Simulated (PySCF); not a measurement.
Ligands exchanged one at a time, Si Cl-Br. Gas-phase values, no solvent. Strings in code marks are SMILES.

These are PySCF 2.14.0 with PBE-D3(BJ)/def2-TZVP // B3LYP-D3(BJ)/def2-TZVP values and carry that method's errors. Excitations are Tamm–Dancoff values on a coarser integration grid. The basis has no diffuse functions, so Rydberg states are missing or too high.

| species | S1 excitation (TDA) (eV) | S1 oscillator strength | HOMO–LUMO gap (eV) |
|---|---|---|---|
| 0 of 4 Cl replaced by Br | [?] | 0.000 | 6.37 |
| 1 of 4 Cl replaced by Br (`Cl[Si](Cl)(Cl)Br`) | 5.86 | 0.003 | 5.68 |
| 2 of 4 Cl replaced by Br (`Cl[Si](Cl)(Br)Br`) | [?] | 0.005 | 5.23 |
| 3 of 4 Cl replaced by Br (`Cl[Si](Br)(Br)Br`) | 5.07 | [?] | 4.92 |
| 4 of 4 Cl replaced by Br | 4.86 | 0.000 | 4.73 |

Task: What belongs in the gaps?

Result: 
- 0 of 4 Cl replaced by Br, S1 excitation (TDA) (eV): 6.51
- 2 of 4 Cl replaced by Br (`Cl[Si](Cl)(Br)Br`), S1 excitation (TDA) (eV): 5.41
- 3 of 4 Cl replaced by Br (`Cl[Si](Br)(Br)Br`), S1 oscillator strength: 0.000
